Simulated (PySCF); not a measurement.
C4H6N2, SMILES Cc1cnc[nH]1, point group Cs.

Force field and properties: B3LYP/pcSseg-1 (PySCF, grid level 2). Vibrational terms come from second-order perturbation theory with semi-diagonal cubic constants, by steps of ±0.6 along the normal coordinates of each isotopologue. The parent has the commonest isotopes.

Equilibrium geometry (Å):

```json
{"atom": "C1", "x": "-1.7270", "y": "-0.1250", "z": "0.0915"}
{"atom": "C2", "x": "-0.2579", "y": "0.1192", "z": "0.0103"}
{"atom": "C3", "x": "0.4919", "y": "1.2695", "z": "-0.0027"}
{"atom": "N4", "x": "1.8371", "y": "0.9886", "z": "-0.0914"}
{"atom": "C5", "x": "1.9147", "y": "-0.3183", "z": "-0.1326"}
{"atom": "N6", "x": "0.6759", "y": "-0.8972", "z": "-0.0742"}
{"atom": "H7", "x": "-2.1062", "y": "-0.6583", "z": "-0.7901"}
{"atom": "H8", "x": "-2.2559", "y": "0.8300", "z": "0.1516"}
{"atom": "H9", "x": "-1.9997", "y": "-0.7107", "z": "0.9793"}
{"atom": "H10", "x": "0.1308", "y": "2.2891", "z": "0.0473"}
{"atom": "H11", "x": "2.8238", "y": "-0.9020", "z": "-0.2034"}
{"atom": "H12", "x": "0.4773", "y": "-1.8877", "z": "-0.0897"}
```

(1) Give the equilibrium and ground-state rotational constants (MHz) of parent; ¹³C at 2.

(2) How is the parent's vibrational correction B0 − Be made up?

(3) And its quartic centrifugal distortion constants from the harmonic force field?

A mode lies under 250 cm⁻¹, where this perturbation treatment is rough. Internal rotors are held in one well.

Answers

(1) 
| species | Ae | Be | Ce | A0 | B0 | C0 | Δ0 (u Å²) | harmonic ZPE (cm⁻¹) |
| --- | --- | --- | --- | --- | --- | --- | --- | --- |
| parent | 9084.9 | 3468.1 | 2550.1 | 9008.4 | 3446.1 | 2532.3 | -3.181 | 21605 |
| ¹³C at 2 | 9084.1 | 3456.2 | 2543.6 | 9007.9 | 3434.6 | 2526.1 | -3.182 | 21554 |

Δ0 = Ic − Ia − Ib from the ground-state constants.

(2) 
```csv
axis,harmonic,Coriolis,cubic,total (MHz)
a,10.3,-28.5,-58.3,-76.5
b,2.96,-2.72,-22.2,-21.9
c,0.828,-1.08,-17.5,-17.7
```

(3) Asymmetric top, A reduction, Ir representation: ΔJ = 0.245 kHz, ΔJK = 1.55 kHz, ΔK = 0.734 kHz, δJ = 0.0651 kHz, δK = 0.701 kHz.
